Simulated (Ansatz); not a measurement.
Reaction (isomerisation): `CC1(F)C=N1` → `C=NC(=C)F`

Computed with Ansatz on PBE0-D4/def2-TZVP structures; ΔE is electronic, products minus reactants. CBS: MP2 limit from def2 TZ/QZ plus the TZ coupled-cluster correction, frozen cores. Functionals use def2-TZVPP. Each species was taken in one conformer, which may not be the lowest.

`CC1(F)C=N1`:

Cartesian coordinates in Å:
```
C 0.648 0.381 -0.848
C -0.358 -0.306 0.011
F -0.869 -1.409 -0.625
C -0.502 -0.251 1.424
N -1.349 0.443 0.799
H 1.480 -0.289 -1.074
H 0.184 0.682 -1.790
H 1.033 1.268 -0.345
H -0.267 -0.518 2.447
```

`C=NC(=C)F`:

Cartesian coordinates in Å:
```
C 0.857 1.202 0.990
N 0.532 0.680 -0.119
C -0.305 -0.409 -0.145
C -0.691 -1.010 -1.263
F -0.742 -0.871 1.045
H 1.521 2.063 0.976
H 0.509 0.837 1.958
H -0.332 -0.628 -2.206
H -1.350 -1.865 -1.236
```

(1) Is it downhill or uphill in electronic energy at CCSD(T)/CBS, and by how much? (Estimate.)

(2) What do these levels give: LDA (SPW92), BHLYP-D4, BHLYP, HF/def2-SVP, MP2/def2-TZVPP, CCSD(T)/def2-TZVPP? (An estimate is asked.)

Largest T1 diagnostic among the species: 0.013.

## Answers

(1) Computed: Downhill: ΔE = -13.6 kcal/mol.

(2) The calculation gave: LDA (SPW92) -14.1, BHLYP-D4 -17.0, BHLYP -16.9, HF/def2-SVP -17.6, MP2/def2-TZVPP -10.7, CCSD(T)/def2-TZVPP -13.9 kcal/mol.

From PBE to PBE0 (25 % exact exchange), in def2-TZVPP and without D4, ΔE moves by +1.7 kcal/mol. Leaving LDA and LC-ωPBE aside and taking each functional with its dispersion term where it has one, the values, not all of them listed here, spread over 9.2 kcal/mol, from BLYP-D4 to ωB97X-V.
